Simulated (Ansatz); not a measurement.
A run of Ansatz (development build ahead of 0.2.0) on doublet C3H3 at this shape:

```tsv
atom	x (Å)	y (Å)	z (Å)
C	-0.5744	0.1030	-0.5176
C	0.7107	-0.4341	-0.1867
C	-0.0501	0.3175	0.7106
H	-1.3693	0.2581	-1.3117
H	1.6878	-0.0899	-0.5731
H	-0.5940	0.2032	1.6933
```

Its results:

```
Converged                       : yes
Reference energy                : -115.08771 hartree
Correlation energy              : -0.35640 hartree
Total energy                    : -115.44411 hartree
Spin squared of the determinant : 0.991
Stability test                  : minimum
```

Forces (eV/Å):
```csv
atom,Fx,Fy,Fz
C1,0.919,1.080,0.419
C2,2.002,-0.514,-2.342
C3,-5.136,-0.398,1.315
H4,0.921,-0.449,1.276
H5,0.041,-0.613,-0.126
H6,1.253,0.894,-0.542
```

Which input gives this output? Name the method, the orbitals and the basis set, and write the input.

UHF-MP2 in def2-SVP.

```yaml
crystal:
  periodic: [false, false, false]
  atoms:
    - { symbol: C, position_ang: [-0.57443, 0.103, -0.51762] }
    - { symbol: C, position_ang: [0.7107, -0.43411, -0.18672] }
    - { symbol: C, position_ang: [-0.05012, 0.31747, 0.71057] }
    - { symbol: H, position_ang: [-1.36934, 0.25812, -1.31168] }
    - { symbol: H, position_ang: [1.68779, -0.08994, -0.57311] }
    - { symbol: H, position_ang: [-0.59401, 0.2032, 1.69331] }
basis:
  gaussian: { orbitals: def2-SVP }
magnetization:
  spin_polarized: true
  initial_magnetization: 1
hamiltonian:
  xc: hf
correlation:
  method: mp2
  frozen_orbitals: { C: 1, H: 0 }
output:
  forces: true
```

Caution: the unrestricted determinant is spin contaminated.
